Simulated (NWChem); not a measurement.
The numbers come from NWChem runs, not from measurements. System: H$_{4}$N$_{2}$, charge 0, spin multiplicity 3, at the geometry of a parent with another charge or spin, in a state set for the comparison that need not be this species' ground state. Its SCF solution wasn't tested for a lower state. Level: UMP2/def2-TZVP, 2 core orbitals frozen.

Input file:

```
start mol
memory heap 200 mb stack 900 mb global 1100 mb
geometry units angstroms nocenter noautoz
  N      0.174524    -0.679407     0.073847
  N     -0.174524     0.679407     0.073847
  H     -0.645840    -1.230559     0.313751
  H      0.512208    -1.012036    -0.830680
  H      0.645840     1.230559     0.313751
  H     -0.512208     1.012036    -0.830680
  symmetry group C2
end
basis spherical
  * library def2-tzvp
end
scf
  uhf
  nopen 2
  maxiter 100
  thresh 1e-7
  semidirect memsize 60000000 filesize 0
  # guess.movecs holds the orbitals of an unrestricted PBE0 run
  vectors input guess.movecs output mol.movecs
end
mp2
  freeze core 2
end
task mp2 energy
```

NWChem printed:

```
             Northwest Computational Chemistry Package (NWChem) 7.3.0
             --------------------------------------------------------

                                NWChem Input Module
                                -------------------

 Scaling coordinates for geometry "geometry" by  1.889725989
 (inverse scale =  0.529177249)

 Turning off AUTOSYM since
 SYMMETRY directive was detected!

                             Geometry "geometry" -> ""
                             -------------------------

 Output coordinates in angstroms (scale by  1.889725989 to convert to a.u.)

  No.       Tag          Charge          X              Y              Z
 ---- ---------------- ---------- -------------- -------------- --------------
    1 N                    7.0000     0.17452400    -0.67940700     0.07384700
    2 N                    7.0000    -0.17452400     0.67940700     0.07384700
    3 H                    1.0000    -0.64584000    -1.23055900     0.31375100
    4 H                    1.0000     0.51220800    -1.01203600    -0.83068000
    5 H                    1.0000     0.64584000     1.23055900     0.31375100
    6 H                    1.0000    -0.51220800     1.01203600    -0.83068000

 Effective nuclear repulsion energy (a.u.)      41.8840186951

            Nuclear Dipole moment (a.u.)
            ----------------------------
        X                 Y               Z
 ---------------- ---------------- ----------------
     0.0000000000    -0.0000000000     0.0000000000

      Symmetry information
      --------------------

 Group name             C2
 Group number              4
 Group order               2
 No. of unique centers     3

      Symmetry unique atoms

     1    3    4


 Summary of "ao basis" -> "" (spherical)
 ------------------------------------------------------------------------------
       Tag                 Description            Shells   Functions and Types
 ---------------- ------------------------------  ------  ---------------------
 *                         def2-tzvp                  on all atoms

 Summary of "ao basis" -> "ao basis" (spherical)
 ------------------------------------------------------------------------------
       Tag                 Description            Shells   Functions and Types
 ---------------- ------------------------------  ------  ---------------------
 N                         def2-tzvp                11       31   5s3p2d1f
 H                         def2-tzvp                 4        6   3s1p

                                 NWChem SCF Module
                                 -----------------

  ao basis        = "ao basis"
  functions       =    86
  atoms           =     6
  alpha electrons =    10
  beta  electrons =     8
  charge          =   0.00
  wavefunction    = UHF
  use symmetry    = T
  symmetry adapt  = T

 Summary of "ao basis" -> "ao basis" (spherical)
 ------------------------------------------------------------------------------
       Tag                 Description            Shells   Functions and Types
 ---------------- ------------------------------  ------  ---------------------
 N                         def2-tzvp                11       31   5s3p2d1f
 H                         def2-tzvp                 4        6   3s1p

      Symmetry analysis of basis
      --------------------------

        a          43
        b          43

 Forming initial guess at       0.1s

   Symmetry analysis of molecular orbitals - initial alpha
   -------------------------------------------------------
[...]
    6 H    1     0.89   0.12  0.16  0.58  0.03

   Mulliken analysis of the beta density
   -------------------------------------

    Atom       Charge   Shell Charges
 -----------   ------   -------------------------------------------------------
    1 N    7     3.34   0.41  0.58  0.26  0.42  0.08  0.59  0.70  0.26  0.00  0.03  0.00
    2 N    7     3.34   0.41  0.58  0.26  0.42  0.08  0.59  0.70  0.26  0.00  0.03  0.00
    3 H    1     0.33   0.12  0.18  0.02  0.02
    4 H    1     0.33   0.13  0.18  0.01  0.02
    5 H    1     0.33   0.12  0.18  0.02  0.02
    6 H    1     0.33   0.13  0.18  0.01  0.02

   Mulliken analysis of the spin density
   -------------------------------------

    Atom       Charge   Shell Charges
 -----------   ------   -------------------------------------------------------
    1 N    7     0.18   0.00 -0.00  0.04  0.01 -0.33  0.24  0.22 -0.02 -0.00  0.00  0.00
    2 N    7     0.18   0.00 -0.00  0.04  0.01 -0.33  0.24  0.22 -0.02 -0.00  0.00  0.00
    3 H    1     0.27   0.01  0.01  0.24  0.00
    4 H    1     0.56  -0.01 -0.02  0.57  0.01
    5 H    1     0.27   0.01  0.01  0.24  0.00
    6 H    1     0.56  -0.01 -0.02  0.57  0.01

       Multipole analysis of the density wrt the origin
       ------------------------------------------------

     L   x y z        total         alpha         beta         nuclear
     -   - - -        -----         -----         ----         -------
     0   0 0 0     -0.000000    -10.000000     -8.000000     18.000000

     1   1 0 0     -0.000000      0.000000     -0.000000      0.000000
     1   0 1 0     -0.000000      0.000000     -0.000000     -0.000000
     1   0 0 1      0.735958      1.052768     -0.316810      0.000000

     2   2 0 0    -12.863541    -12.915927     -6.323226      6.375612
     2   1 1 0      1.139853      3.070486      2.023524     -3.954157
     2   1 0 1      0.000000      0.000000      0.000000      0.000000
     2   0 2 0    -11.108560    -31.141391    -21.174747     41.207578
     2   0 1 1      0.000000      0.000000      0.000000      0.000000
     2   0 0 2    -15.347893    -14.789610     -6.462270      5.903988

                   NWChem MP2 Semi-direct Energy/Gradient Module
                   ---------------------------------------------

  Basis functions       =     86
  Molecular orbitals    =     86
  Frozen core           =      2
  Frozen virtuals       =      0
  Active alpha occupied =      8
  Active beta occupied  =      6
  Active alpha virtual  =     76
  Active beta virtual   =     78
  Use MO symmetry       = T
  Use skeleton AO sym   = T

  AO/Fock/Back tols     =   1.0D-09  1.0D-09  1.0D-09

 GA uses MA = F    GA memory limited = T

 Available:
  local mem=  1.26D+08
 global mem=  1.44D+08
 local disk=  0.00D+00
  mp2_memr nvloc                    76
  nvloc new                    76
   1 passes of   8:        5242880                      45475                   7739920.
   1 passes of   8: M    126152652           G      144164408           F     120909772.

 Semi-direct pass number   1 of   1  for UHF alpha       at        4.2s
  vrange nnbf                  3738
  mp2_eaftype                    29  avail_ma_in_mb                  1099
 EAF : mp2_eaftype filesize          29    3869960.
  mp2_eaf for mointskh                     29
Node 0 wrote     18.2 Mb in      0.0 s     Agg I/O rate:   512.3 Mb/s
 Done moints_semi at        7.6s
  mp2_eaftype                    29  avail_ma_in_mb                  1070
 EAF : mp2_eaftype filesize          29    3869960.
  mp2_eaf for kh                    29
 Done maket at        7.9s
 Done multipass loop at        7.9s

 GA uses MA = F    GA memory limited = T

 Available:
  local mem=  1.26D+08
 global mem=  1.44D+08
 local disk=  0.00D+00
  mp2_memr nvloc                    78
  nvloc new                    78
   1 passes of   6:        5242880                      38478                   5960632.
   1 passes of   6: M    126152652           G      144164408           F     120909772.

 Semi-direct pass number   1 of   1  for UHF beta        at        7.9s
  vrange nnbf                  3738
  mp2_eaftype                    22  avail_ma_in_mb                  1099
 EAF : mp2_eaftype filesize          22    2980316.
  mp2_eaf for mointskh                     22
Node 0 wrote     14.0 Mb in      0.0 s     Agg I/O rate:   383.4 Mb/s
 Done moints_semi at       11.2s
  mp2_eaftype                    22  avail_ma_in_mb                  1077
 EAF : mp2_eaftype filesize          22    2980316.
  mp2_eaf for kh                    22
 Done maket at       11.5s
 Done multipass loop at       11.5s

          -------------------------------------------
          SCF energy                -110.980392271611
          Correlation energy          -0.421012380660
          Singlet pairs                0.000000000000
          Triplet pairs                0.000000000000
          Total MP2 energy          -111.401404652271
          -------------------------------------------

          ---------------------------------------------------
                    Spin Component Scaled (SCS) MP2
          Same spin pairs                     -0.105249138275
          Same spin scaling factor             0.333333333333
          Opposite spin pairs                 -0.315763242386
          Opposite spin scaling fact.          1.200000000000
          SCS-MP2 correlation energy          -0.413998936954
          Total SCS-MP2 energy              -111.394391208565
          ---------------------------------------------------

 -----------------------
 Performance information
 -----------------------

 Timer overhead =  1.75D-07 seconds/call

               Nr. of calls         CPU time (s)                 Wall time (s)                GFlops
             ---------------    -------------------     ------------------------------   -------------------
Name         Min   Avg   Max    Min     Avg     Max     Min     Avg     Max   Mx/calls   Min     Max     Sum
mp2: moin     2     2     2    6.7     6.7     6.7      6.7     6.7     6.7     3.3      0.0     0.0     0.0
mp2: make     2     2     2   0.51    0.51    0.51     0.51    0.51    0.51    0.25      0.0     0.0     0.0
mp2: tota     1     1     1    7.4     7.4     7.4      7.4     7.4     7.4     7.4      0.0     0.0     0.0

 The average no. of pstat calls per process was 5.00D+00
 with a timing overhead of 8.73D-07s

 Task  times  cpu:       11.4s     wall:       11.4s

 Total times  cpu:       11.5s     wall:       11.5s
```
